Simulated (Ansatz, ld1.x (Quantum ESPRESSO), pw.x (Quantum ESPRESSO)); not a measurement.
What a changed setting does to a pw.x run (sc Ir)

Potential: PAW, ld1.x (Quantum ESPRESSO) 7.5, PBEsol; core [Kr] 4d10 4f14, reference 5s2 5p6 5d7 6s2 6p0; waves: 5s (bound): rcut 1.50, rcutus 1.75 bohr; 6s (bound): rcut 1.50, rcutus 1.75 bohr; 5p (bound): rcut 1.50, rcutus 1.65 bohr; 6p (bound, empty): rcut 1.50, rcutus 1.65 bohr; 5d (bound): rcut 1.95, rcutus 2.05 bohr; 5d channel at 0.95 Ry: rcut 1.95, rcutus 2.05 bohr; local part: all-electron potential smoothed inside 1.45 bohr (lloc = -2); core correction: Bessel-smoothed model core, default radius (core density twice the valence density); augmentation: BESSEL, radius 1.55 bohr.

The reference run (k-mesh 13³, cutoffs 75/600 Ry, Fermi–Dirac 0.01 Ry, mixing_beta 0.4, conv_thr 1e-9, no spin) gives 1.18 GPa at 16.288 Å³/atom, where all-electron LAPW gives 2.75 GPa. This run, with its own iteration cap, changes degauss to 0.005.

```
&control
  calculation='scf', prefix='x', pseudo_dir='./', outdir='./tmp', tstress=.true., disk_io='none'
/
&system
  ibrav=0, nat=1, ntyp=1, ecutwfc=75, ecutrho=600, nbnd=17,
  occupations='smearing', smearing='fd', degauss=0.005
/
&electrons
  conv_thr=1e-09, mixing_beta=0.4, electron_maxstep=60
/
ATOMIC_SPECIES
Ir 1.0 Ir.UPF
CELL_PARAMETERS angstrom
  2.53487133 0.00000000 0.00000000
  0.00000000 2.53487133 0.00000000
  0.00000000 0.00000000 2.53487133
ATOMIC_POSITIONS crystal
Ir 0.0000 0.0000 0.0000
K_POINTS automatic
13 13 13 0 0 0
```

```bash
pw.x < Ir.scf.in > Ir.scf.out
```

**Question.** How does the run end?

**Answer.** It converges in 12 iterations; the free energy moves by +35.3 meV/atom and the pressure by -0.45 GPa. In a metal, with Fermi–Dirac smearing, F lies below its zero-width value by a term in the square of the width.

```
Message from routine setup:
     using ibrav=0 with symmetry is DISCOURAGED, use correct ibrav instead
     lattice parameter (alat)  =       4.7902  a.u.
     unit-cell volume          =     109.9169 (a.u.)^3
     number of electrons       =        17.00
     number of Kohn-Sham states=           17
     kinetic-energy cutoff     =      75.0000  Ry
     charge density cutoff     =     600.0000  Ry
     scf convergence threshold =      1.0E-09
     Exchange-correlation= SLA  PW   PSX  PSC
     number of k points=    84  Fermi-Dirac smearing, width (Ry)=  0.0050
     iteration #  1     ecut=    75.00 Ry     beta= 0.40
     total energy              =    -863.66971338 Ry
     estimated scf accuracy    <       0.02220124 Ry
     iteration #  2     ecut=    75.00 Ry     beta= 0.40
     total energy              =    -863.67027292 Ry
     estimated scf accuracy    <       0.00395784 Ry
     iteration #  3     ecut=    75.00 Ry     beta= 0.40
     total energy              =    -863.67077239 Ry
     estimated scf accuracy    <       0.00018126 Ry
     iteration #  4     ecut=    75.00 Ry     beta= 0.40
     total energy              =    -863.67082324 Ry
     estimated scf accuracy    <       0.00003046 Ry
     iteration #  5     ecut=    75.00 Ry     beta= 0.40
     total energy              =    -863.67082602 Ry
     estimated scf accuracy    <       0.00000567 Ry
     iteration #  6     ecut=    75.00 Ry     beta= 0.40
     total energy              =    -863.67082717 Ry
     estimated scf accuracy    <       0.00000002 Ry
     iteration #  7     ecut=    75.00 Ry     beta= 0.40
     total energy              =    -863.67082727 Ry
     estimated scf accuracy    <       0.00000001 Ry
     iteration #  8     ecut=    75.00 Ry     beta= 0.40
     total energy              =    -863.67082728 Ry
     estimated scf accuracy    <       0.00000010 Ry
     iteration #  9     ecut=    75.00 Ry     beta= 0.40
     total energy              =    -863.67082728 Ry
     estimated scf accuracy    <          8.5E-09 Ry
     iteration # 10     ecut=    75.00 Ry     beta= 0.40
     total energy              =    -863.67082728 Ry
     estimated scf accuracy    <          7.1E-09 Ry
     iteration # 11     ecut=    75.00 Ry     beta= 0.40
     total energy              =    -863.67082728 Ry
     estimated scf accuracy    <          7.2E-09 Ry
     iteration # 12     ecut=    75.00 Ry     beta= 0.40
     the Fermi energy is    20.8656 ev
!    total energy              =    -863.67082728 Ry
     estimated scf accuracy    <          6.6E-10 Ry
     smearing contrib. (-TS)   =      -0.00177566 Ry
     The total energy is F=E-TS. E is the sum of the following terms:
     one-electron contribution =     -44.87824180 Ry
     hartree contribution      =      39.01734781 Ry
     xc contribution           =    -162.77887151 Ry
     ewald contribution        =    -171.17799237 Ry
     one-center paw contrib.   =    -523.85129376 Ry
     convergence has been achieved in  12 iterations
          total   stress  (Ry/bohr**3)                   (kbar)     P=        7.24
     Message from routine punch:
     Nothing written, as per user request (disk_io='none')
```

The run took about 41 s on one core of a shared host (Neoverse-V1, 32 threads, 247 GiB, load 22).
